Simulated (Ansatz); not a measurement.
Basis-set extrapolation for C3H5FS (`CC(=S)CF`) (PBE0-D4/def2-TZVP geometry, frozen core, Ansatz). Multiplicity 1, RHF reference.

```json
{"": "HF", "def2-TZVPP": "-613.558352", "def2-QZVPP": "-613.579188"}
{"": "MP2 correlation", "def2-TZVPP": "-0.919614", "def2-QZVPP": "-0.991092"}
{"": "CCSD(T) correlation", "def2-TZVPP": "-0.999646", "def2-QZVPP": "not run"}
```

Energies in hartree. Use E(X) = E(∞) + A·exp(−7.88·√X) for Hartree–Fock and E(X) = E(∞) + B·X^(−2.97) for correlation, with X = 3 and 4, and add CCSD(T) minus MP2 of the smaller set to the MP2 limit.

What is the CCSD(T) energy at the basis-set limit?

HF limit: -613.579188 + (-0.020836) × 0.13774 = -613.58206. MP2 limit: -0.991092 + (-0.071478) × 0.74074 = -1.04404. Higher-order term: -0.999646 − (-0.919614) = -0.08003. Total: -614.70613 hartree, 388.9 kJ/mol below CCSD(T)/def2-TZVPP.
